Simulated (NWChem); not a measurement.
# One shape, several levels: C4H4O (furan)

Aim: a comparison of 6 runs (HF/3-21G, B3LYP/6-31G*, B2PLYP/def2-SVP, CAM-B3LYP/def2-SVP, wB97X/def2-SVP) of C4H4O (furan). 

Program for the calculation: NWChem 7.3.0.

1 further run of the same task is left out (set aside as unsound or not needed).

### Step 1. Starting point

The species is C4H4O (9 atoms), meant as a singlet with charge 0. As SMILES, `c1ccoc1`. The C5–H9 distance was set to 1.616 Å, away from the relaxed value. At this shape a bond of the SMILES string is far longer than usual.

Bond lengths: C1–C2 1.427 Å, C2–C3 1.353 Å, C3–O4 1.351 Å, C1–C5 1.353 Å, O4–C5 1.351 Å, C1–H6 1.078 Å, C2–H7 1.078 Å, C3–H8 1.077 Å. Some angles: C1–C2–C3 106.0°, C2–C1–C5 106.0°, C2–C3–O4 110.5°, C3–O4–C5 107.0°, C1–C5–O4 110.5°, C1–C2–H7 127.6°, C3–C2–H7 126.5°, C2–C1–H6 127.6°, C5–C1–H6 126.5°, C2–C3–H8 133.4°. A long bond or contact: C5–H9 1.616 Å.

### Step 2. The energy at HF/3-21G (run 1)

c4h4o.nw reads:

```
start c4h4o
title "C4H4O hf"
memory 2200 mb
geometry units angstroms noautosym nocenter noautoz
  C     0.643772    0.691933   -0.361717
  C     1.180272   -0.534267   -0.857317
  C     0.362172   -1.510267   -0.400317
  O    -0.638328   -0.982867    0.338683
  C    -0.454628    0.355633    0.353183
  H     1.026272    1.687633   -0.518617
  H     2.056972   -0.667767   -1.470517
  H     0.356072   -2.582067   -0.508417
  H    -1.542600    1.212000    1.186300
end
basis spherical bse
  C library 3-21G
  O library 3-21G
  H library 3-21G
end
scf
  thresh 1e-08
  maxiter 80
end
task scf
```

The run is started by

```console
$ nwchem c4h4o.nw > c4h4o.out
```

What it wrote:

```text
[...]
  functions       =    53
[...]
  wavefunction    = RHF
[...]
         Total SCF energy =   -227.252274837993
      One-electron energy =   -624.439709703565
      Two-electron energy =    237.332631846386
 Nuclear repulsion energy =    159.854803019187
        Time for solution =      3.1s
[...]
```

Wall time 3.9 s (1 thread of Intel Xeon Platinum 8175M at 2.50GHz (Skylake/Cascade Lake), shared host); peak memory 0.1 GiB.

### Step 3. A single-point energy at B3LYP/6-31G(d) (spherical functions) (run 2)

run.py reads:

```python
from ase import Atoms
from ase.calculators.nwchem import NWChem

system = Atoms(['C', 'C', 'C', 'O', 'C', 'H', 'H', 'H', 'H'], positions=[
    [0.643772, 0.691933, -0.361717],
    [1.180272, -0.534267, -0.857317],
    [0.362172, -1.510267, -0.400317],
    [-0.638328, -0.982867, 0.338683],
    [-0.454628, 0.355633, 0.353183],
    [1.026272, 1.687633, -0.518617],
    [2.056972, -0.667767, -1.470517],
    [0.356072, -2.582067, -0.508417],
    [-1.542600, 1.212000, 1.186300],
])

calc = NWChem(
    label='c4h4o',
    theory='dft',
    memory='2200 mb',
    basis='6-31G*',
    basispar='spherical bse',
    dft={'xc': 'b3lyp', 'mult': '1', 'grid': 'xfine', 'convergence': 'energy 1e-08', 'iterations': '100', 'mulliken': None},
    task='energy',
)
system.calc = calc

print("Total energy (eV):", round(system.get_potential_energy(), 6))
print("dipole (e A):", system.get_dipole_moment().round(4))
```

The run is started by

```console
$ export ASE_NWCHEM_COMMAND="nwchem PREFIX.nwi > PREFIX.nwo"
$ python run.py
```

What it wrote:

```text
Total energy (eV): -6256.833925
dipole (e A): [ 0.1327  0.0218 -0.0884]
```

The calculator wrote c4h4o.nwi:

```
title "c4h4o"

permanent_dir c4h4o

scratch_dir c4h4o

start c4h4o

geometry units angstrom nocenter noautosym noautoz
  C  6.4377200000000001e-01 6.9193300000000002e-01 -3.6171700000000001e-01
  C  1.1802720000000000e+00 -5.3426700000000005e-01 -8.5731700000000000e-01
  C  3.6217199999999999e-01 -1.5102670000000000e+00 -4.0031699999999998e-01
  O  -6.3832800000000001e-01 -9.8286700000000005e-01 3.3868300000000001e-01
  C  -4.5462799999999998e-01 3.5563299999999998e-01 3.5318300000000002e-01
  H  1.0262720000000001e+00 1.6876329999999999e+00 -5.1861699999999999e-01
  H  2.0569720000000000e+00 -6.6776700000000000e-01 -1.4705170000000001e+00
  H  3.5607200000000000e-01 -2.5820669999999999e+00 -5.0841700000000001e-01
  H  -1.5426000000000000e+00 1.2120000000000000e+00 1.1862999999999999e+00
end

memory 2200 mb

basis spherical bse noprint
   * library 6-31G*
end

dft
  xc b3lyp
  mult 1
  grid xfine
  convergence energy 1e-08
  iterations 100
  mulliken
end

task dft energy
```

c4h4o.nwo:

```text
Northwest Computational Chemistry Package (NWChem) 7.3.0
             --------------------------------------------------------

           Job information
           ---------------

    nwchem branch   = 7.3.0
    use scalapack   = T
    input           = c4h4o.nwi
    prefix          = c4h4o.
    data base       = c4h4o/c4h4o.db
    status          = startup
    nproc           =        1

           Memory information
           ------------------

    heap     =     72089594 doubles =      550.0 Mbytes
    stack    =     72089599 doubles =      550.0 Mbytes
    global   =    144179200 doubles =     1100.0 Mbytes (distinct from heap & stack)
    total    =    288358393 doubles =     2200.0 Mbytes
    verify   = yes
    hardfail = no

[... 102 lines left out ...]
  convergence criterion.
[... 18 lines left out ...]
          Convergence on density requested:  1.00D-05
[... 25 lines left out ...]
          Convergence Information
[... 61 lines left out ...]
   convergence    iter        energy       DeltaE   RMS-Dens  Diis-err    time
[... 17 lines left out ...]
           Coulomb energy =      269.193049678015
[... 7 lines left out ...]
                       DFT Final Molecular Orbital Analysis
[... 572 lines left out ...]
 center of mass
 --------------
 x =   0.34670375 y =  -0.77886235 z =  -0.30830455

 moments of inertia (a.u.)
 ------------------
         255.107875239856          -7.156015907701          91.550607886194
          -7.156015907701         199.217237865519         -15.128135178116
          91.550607886194         -15.128135178116         326.029836096180

     Multipole analysis of the density
     ---------------------------------

     L   x y z        total         alpha         beta         nuclear
     -   - - -        -----         -----         ----         -------
     0   0 0 0     -0.000000    -18.000000    -18.000000     36.000000

     1   1 0 0      0.250818     -6.658348     -6.658348     13.567515
[... 8 lines of this table left out ...]
     2   0 0 2    -21.996619    -32.281443    -32.281443     42.566266

 Task  times  cpu:       43.0s     wall:       43.0s
 Total times  cpu:       43.0s     wall:       43.0s
```

Wall time 44 s (1 thread of Intel Xeon Platinum 8175M at 2.50GHz (Skylake/Cascade Lake), shared host); peak memory 0.14 GiB.

Runs 3 to 5 aren't shown in full; the table further down has their settings and results.

### Step 4. The energy at wB97X/def2-SVP (run 6)

c4h4o.xyz reads:

```xyz
9
C4H4O energy
C      0.643772     0.691933    -0.361717
C      1.180272    -0.534267    -0.857317
C      0.362172    -1.510267    -0.400317
O     -0.638328    -0.982867     0.338683
C     -0.454628     0.355633     0.353183
H      1.026272     1.687633    -0.518617
H      2.056972    -0.667767    -1.470517
H      0.356072    -2.582067    -0.508417
H     -1.542600     1.212000     1.186300
```

c4h4o.nw reads:

```
start c4h4o
title "C4H4O energy"
memory 2200 mb

geometry units angstrom noautosym nocenter noautoz
  load format xyz c4h4o.xyz
end

basis "ao basis" spherical bse
  * library def2-SVP
end

dft
  xc wb97x
  mult 1
  grid fine
  convergence energy 1e-08
  maxiter 100
  mulliken
end

task dft energy
```

The run is started by

```console
$ nwchem c4h4o.nw > c4h4o.out
```

What it wrote:

```text
[...]
          Wavefunction type:  closed shell.
          No. of atoms     :     9
          No. of electrons :    36
[...]
          Charge           :     0
          Spin multiplicity:     1
[...]
          AO basis - number of functions:    90
[...]
              XC Information
              --------------
                       wb97x  Method XC Functional
                     Hartree-Fock (Exact) Exchange  1.000
                         wb97x Exchange Functional  1.000
                      wb97x Correlation Functional  1.000
[...]
 d= 0,ls=0.0,diis     1   -229.6496866716 -3.90D+02  7.11D-03  4.26D-01     7.1
[...]
 d= 0,ls=0.0,diis    11   -229.7101309763 -5.11D-09  2.88D-07  1.26D-09    77.5
         Total DFT energy =     -229.710130976349
      One electron energy =     -626.748034244987
           Coulomb energy =      268.726185713656
    Exchange-Corr. energy =      -31.543085464205
 Nuclear repulsion energy =      159.854803019187
[...]
      Total Density - Mulliken Population Analysis
     ---------------------------------------------
    Atom       Charge   Shell Charges
 -----------   ------   -------------------------------------------------------
    1 C    6     6.10   1.99  0.89  0.32  2.11  0.76  0.04
    2 C    6     6.06   1.99  0.89  0.29  2.11  0.75  0.04
    3 C    6     5.89   1.99  0.90  0.26  2.05  0.63  0.07
    4 O    8     8.21   1.99  1.10  0.63  2.88  1.60  0.02
    5 C    6     5.95   1.99  0.91  0.26  1.93  0.81  0.07
    6 H    1     0.97   0.75  0.20  0.02
    7 H    1     0.97   0.75  0.20  0.02
    8 H    1     0.96   0.75  0.19  0.02
    9 H    1     0.89   0.54  0.33  0.01
[...]
```

It took 78 s on 1 thread of Intel Xeon Platinum 8175M at 2.50GHz (Skylake/Cascade Lake), shared host; peak memory 0.12 GiB.

### Step 5. The series

| run | level | iteration cap | module | energy (Eh) | dipole moment (D) | HOMO energy (eV) | LUMO energy (eV) | wall time |
| --- | --- | --- | --- | --- | --- | --- | --- | --- |
| 1 | HF/3-21G | 80 | scf | -227.252275 | 1.05 | -8.95 | 3.92 | 3.9 s |
| 2 | B3LYP/6-31G* (spherical functions) | 100 | dft | -229.934408 | 0.77 | -6.21 | -0.55 | 44 s |
| 3 | B3LYP/6-31G* (Cartesian functions) | 100 | dft | -229.938712 | 0.78 | -6.22 | -0.56 | 47 s |
| 4 | B2PLYP/def2-SVP | 100 | dft | -229.535259 | – | – | – | 23 s |
| 5 | CAM-B3LYP/def2-SVP | 100 | dft | -229.658941 | 0.65 | -7.98 | 0.68 | 1.7 min |
| 6 | wB97X/def2-SVP | 100 | dft | -229.710131 | 0.63 | -9.03 | 1.81 | 78 s |

### Step 6. What came out

| quantity | value |
| --- | --- |
| run 6: total energy | -229.71013 Eh |
| run 6: dipole moment | 0.63 D |
| run 6: HOMO energy | -9.03 eV |
| run 6: LUMO energy | 1.81 eV |
| run 6: HOMO–LUMO gap | 10.84 eV |

In words: Over runs 1, 2, 3, 5, 6 the dipole moment (its size) runs from 0.63 D (wB97X/def2-SVP) to 1.05 D (HF/3-21G). The two ends differ in method and basis. Over runs 1, 2, 3, 5, 6 the HOMO–LUMO gap runs from 5.66 eV (B3LYP/6-31G*) to 12.87 eV (HF/3-21G). Totals of different functionals can't be ranked against each other. All runs together took 5 min, the longest 1.7 min.
